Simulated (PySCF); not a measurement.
PySCF input (HF/def2-TZVPD):

```python
from pyscf import gto, scf, dft

mol = gto.M(
    atom='''
    C     0.00150420    0.06782275    0.35234476
    H     0.00420647   -0.06617570    1.47074893
    C     0.00836434    1.49076899   -0.15367575
    H    -0.87400686    2.03508487    0.22502747
    H     0.89948318    2.02456257    0.21948169
    C     1.24463462   -0.68990047   -0.13394913
    H     1.26512854   -0.68733128   -1.22899581
    H     2.15557123   -0.18983784    0.21049222
    H     1.26778541   -1.72832745    0.23041004
    C    -1.25354649   -0.67507850   -0.12613720
    H    -1.28085629   -0.67222569   -1.22103440
    H    -1.28673820   -1.71317120    0.23839815
    H    -2.15631350   -0.16425497    0.22397568
    ''',
    basis='def2-tzvpd',
    charge=-1,
    spin=0,
    verbose=4,
)

mf = scf.RHF(mol).density_fit(auxbasis='def2-universal-jkfit')
mf.conv_tol = 1e-9
mf.max_cycle = 100
mf.max_memory = 1500
mf.kernel()
if not mf.converged:
    mf = mf.newton()
    mf.kernel(mf.make_rdm1())
mf.analyze()
```

Output:

```
PySCF version 2.14.0

[INPUT] verbose = 4
[INPUT] num. atoms = 13
[INPUT] num. electrons = 34
[INPUT] charge = -1
[INPUT] spin (= nelec alpha-beta = 2S) = 0
[INPUT] symmetry False subgroup None
[INPUT] Mole.unit = angstrom
[INPUT] Symbol           X                Y                Z      unit          X                Y                Z       unit  Magmom
[INPUT]  1 C      0.001504200000   0.067822750000   0.352344760000 AA    0.002842526037   0.128166422515   0.665835097826 Bohr   0.0
[INPUT]  2 H      0.004206470000  -0.066175700000   1.470748930000 AA    0.007949076251  -0.125053949101   2.779312675697 Bohr   0.0
[INPUT]  3 C      0.008364340000   1.490768990000  -0.153675750000 AA    0.015806311813   2.817145106094  -0.290405079487 Bohr   0.0
[INPUT]  4 H     -0.874006860000   2.035084870000   0.225027470000 AA   -1.651633596391   3.845753044546   0.425240288804 Bohr   0.0
[INPUT]  5 H      0.899483180000   2.024562570000   0.219481690000 AA    1.699776863853   3.825868779346   0.414760283457 Bohr   0.0
[INPUT]  6 C      1.244634620000  -0.689900470000  -0.133949130000 AA    2.352018556952  -1.303722941509  -0.253127170324 Bohr   0.0
[INPUT]  7 H      1.265128540000  -0.687331280000  -1.228995810000 AA    2.390746452971  -1.298867876047  -2.322465489138 Bohr   0.0
[INPUT]  8 H      2.155571230000  -0.189837840000   0.210492220000 AA    4.073439266692  -0.358741525679   0.397772647152 Bohr   0.0
[INPUT]  9 H      1.267785410000  -1.728327450000   0.230410040000 AA    2.395767209619  -3.266065534068   0.435411871950 Bohr   0.0
[INPUT] 10 C     -1.253546490000  -0.675078500000  -0.126137200000 AA   -2.368859550510  -1.275713477582  -0.238364762119 Bohr   0.0
[INPUT] 11 H     -1.280856290000  -0.672225690000  -1.221034400000 AA   -2.420467593026  -1.270322447997  -2.307420604673 Bohr   0.0
[INPUT] 12 H     -1.286738200000  -1.713171200000   0.238398150000 AA   -2.431582792016  -3.237424372492   0.450507212103 Bohr   0.0
[INPUT] 13 H     -2.156313500000  -0.164254970000   0.223975680000 AA   -4.074841953702  -0.310396907899   0.423252693763 Bohr   0.0

nuclear repulsion = 126.315680391682
number of shells = 97
number of NR pGTOs = 307
number of NR cGTOs = 229
basis = def2-tzvpd
ecp = {}

******** <class 'pyscf.df.df_jk.DFRHF'> ********
method = DFRHF
initial guess = minao
damping factor = 0
level_shift factor = 0
DIIS = <class 'pyscf.scf.diis.CDIIS'>
diis_start_cycle = 1
diis_space = 8
diis_damp = 0
SCF conv_tol = 1e-09
SCF conv_tol_grad = None
SCF max_cycles = 100
direct_scf = False
Set gradient conv threshold to 3.16228e-05
Initial guess from minao.
******** <class 'pyscf.df.df.DF'> ********
auxbasis = def2-universal-jkfit
init E= -157.043421513831
  HOMO = -0.148216108720401  LUMO = 0.0563932828746978  gap/eV = 5.56771
cycle= 1 E= -156.591066540394  delta_E= 0.452  |g|= 0.454  |ddm|= 3.53
  HOMO = 0.0527408160832401  LUMO = 0.200554496888612  gap/eV = 4.02222
cycle= 2 E= -156.64812252229  delta_E= -0.0571  |g|= 0.239  |ddm|= 13.7
  HOMO = -0.0393675421739914  LUMO = 0.203648866842995  gap/eV = 6.61281
cycle= 3 E= -156.663664485594  delta_E= -0.0155  |g|= 0.0594  |ddm|= 4.52
  HOMO = -0.0320543867302128  LUMO = 0.205062808249718  gap/eV = 6.45229
cycle= 4 E= -156.665102350109  delta_E= -0.00144  |g|= 0.00989  |ddm|= 2.44
  HOMO = -0.0308856813917373  LUMO = 0.204730953363204  gap/eV = 6.41146
cycle= 5 E= -156.665181743985  delta_E= -7.94e-05  |g|= 0.00451  |ddm|= 0.648
  HOMO = -0.0303692811331118  LUMO = 0.20468193379616  gap/eV = 6.39607
[...]
cycle= 12 E= -156.665211138117  delta_E= -1.31e-10  |g|= 2.41e-06  |ddm|= 0.00154
  HOMO = -0.0305062665234921  LUMO = 0.204669205155948  gap/eV = 6.39945
Extra cycle  E= -156.665211138123  delta_E= -6.25e-12  |g|= 1.16e-06  |ddm|= 0.000272
converged SCF energy = -156.665211138123
**** SCF Summaries ****
Total Energy =                        -156.665211138123254
Nuclear Repulsion Energy =             126.315680391682463
One-electron Energy =                 -466.857573907951746
Two-electron Energy =                  183.876682378146000
Two-electron Coulomb Energy =          207.975546334704603
DFT Exchange-Correlation Energy =      -24.098863956558603
HOMO-LUMO gap [eV] =                     6.399450542304823
**** MO energy ****
MO #1   energy= -11.034930309054   occ= 2
MO #2   energy= -11.03491506474    occ= 2
MO #3   energy= -11.0280625555788  occ= 2
MO #4   energy= -10.9350172559827  occ= 2
MO #5   energy= -0.876891040739501 occ= 2
MO #6   energy= -0.747581470876423 occ= 2
MO #7   energy= -0.672655105394554 occ= 2
MO #8   energy= -0.539646143652046 occ= 2
MO #9   energy= -0.433388851603507 occ= 2
MO #10  energy= -0.399893987953827 occ= 2
MO #11  energy= -0.385550374184477 occ= 2
MO #12  energy= -0.358024435069215 occ= 2
MO #13  energy= -0.304065234734054 occ= 2
MO #14  energy= -0.282676346867223 occ= 2
MO #15  energy= -0.246497331138404 occ= 2
MO #16  energy= -0.241802248539844 occ= 2
MO #17  energy= -0.0305062665234921 occ= 2
MO #18  energy= 0.204669205155948  occ= 0
MO #19  energy= 0.215692739378123  occ= 0
MO #20  energy= 0.233420340534728  occ= 0
MO #21  energy= 0.242383875328989  occ= 0
MO #22  energy= 0.283955218846969  occ= 0
MO #23  energy= 0.290031276359386  occ= 0
MO #24  energy= 0.294280670397403  occ= 0
MO #25  energy= 0.314753799308812  occ= 0
MO #26  energy= 0.334476473405853  occ= 0
MO #27  energy= 0.339433855756949  occ= 0
MO #28  energy= 0.344717524508498  occ= 0
MO #29  energy= 0.356490671651832  occ= 0
MO #30  energy= 0.375211209209496  occ= 0
MO #31  energy= 0.379866969832594  occ= 0
MO #32  energy= 0.380998329735816  occ= 0
MO #33  energy= 0.388307175592566  occ= 0
MO #34  energy= 0.411863721456558  occ= 0
MO #35  energy= 0.428782193919623  occ= 0
MO #36  energy= 0.446798666826187  occ= 0
MO #37  energy= 0.459691298650405  occ= 0
MO #38  energy= 0.464061965594361  occ= 0
MO #39  energy= 0.475767650841991  occ= 0
MO #40  energy= 0.48088052355218   occ= 0
MO #41  energy= 0.489197374912101  occ= 0
MO #42  energy= 0.494122345270896  occ= 0
MO #43  energy= 0.50676952076063   occ= 0
MO #44  energy= 0.51274958277384   occ= 0
MO #45  energy= 0.520106678173869  occ= 0
MO #46  energy= 0.537955739203563  occ= 0
MO #47  energy= 0.540151256681881  occ= 0
MO #48  energy= 0.542057199730913  occ= 0
MO #49  energy= 0.547048533021892  occ= 0
MO #50  energy= 0.554390751458423  occ= 0
MO #51  energy= 0.559601981683562  occ= 0
MO #52  energy= 0.587620167237707  occ= 0
MO #53  energy= 0.591619161144847  occ= 0
MO #54  energy= 0.595673504770461  occ= 0
MO #55  energy= 0.6013828300162    occ= 0
MO #56  energy= 0.602104856717942  occ= 0
MO #57  energy= 0.623912572497022  occ= 0
MO #58  energy= 0.633199050760887  occ= 0
MO #59  energy= 0.63627991128972   occ= 0
MO #60  energy= 0.641885122063899  occ= 0
MO #61  energy= 0.649437311730244  occ= 0
MO #62  energy= 0.650697684159937  occ= 0
MO #63  energy= 0.66171244141899   occ= 0
MO #64  energy= 0.666924240481165  occ= 0
MO #65  energy= 0.681344691648829  occ= 0
MO #66  energy= 0.682336744465371  occ= 0
MO #67  energy= 0.684734225066315  occ= 0
MO #68  energy= 0.688118144991141  occ= 0
MO #69  energy= 0.696094199501809  occ= 0
MO #70  energy= 0.70436714683967   occ= 0
MO #71  energy= 0.70563021104432   occ= 0
MO #72  energy= 0.731713181954005  occ= 0
MO #73  energy= 0.749580781853339  occ= 0
MO #74  energy= 0.759267705910658  occ= 0
MO #75  energy= 0.767018982776627  occ= 0
MO #76  energy= 0.776263060305838  occ= 0
MO #77  energy= 0.795113796833837  occ= 0
MO #78  energy= 0.804314318740213  occ= 0
MO #79  energy= 0.804584775203301  occ= 0
MO #80  energy= 0.844776516762959  occ= 0
MO #81  energy= 0.900918924168326  occ= 0
MO #82  energy= 0.902359896183597  occ= 0
MO #83  energy= 0.916265112351852  occ= 0
MO #84  energy= 0.930363206473453  occ= 0
MO #85  energy= 0.942909395694019  occ= 0
MO #86  energy= 0.94450610913345   occ= 0
MO #87  energy= 0.985093545160953  occ= 0
MO #88  energy= 1.00617319995017   occ= 0
MO #89  energy= 1.01179990742137   occ= 0
MO #90  energy= 1.01261977795825   occ= 0
MO #91  energy= 1.03880105111306   occ= 0
MO #92  energy= 1.04142785531845   occ= 0
MO #93  energy= 1.05510286786483   occ= 0
MO #94  energy= 1.05831625682076   occ= 0
MO #95  energy= 1.07362705315625   occ= 0
MO #96  energy= 1.07476030741239   occ= 0
MO #97  energy= 1.09462358518524   occ= 0
MO #98  energy= 1.09539193507859   occ= 0
MO #99  energy= 1.11118066787129   occ= 0
MO #100 energy= 1.12288225280537   occ= 0
MO #101 energy= 1.13617212972838   occ= 0
MO #102 energy= 1.15449704604758   occ= 0
MO #103 energy= 1.18321375474379   occ= 0
MO #104 energy= 1.24675770240425   occ= 0
MO #105 energy= 1.25285191705666   occ= 0
MO #106 energy= 1.28952733653015   occ= 0
MO #107 energy= 1.33946792236947   occ= 0
[...]
```

It need not be the lowest isomer of its formula. Whether it binds its extra electron was not tested at this geometry.
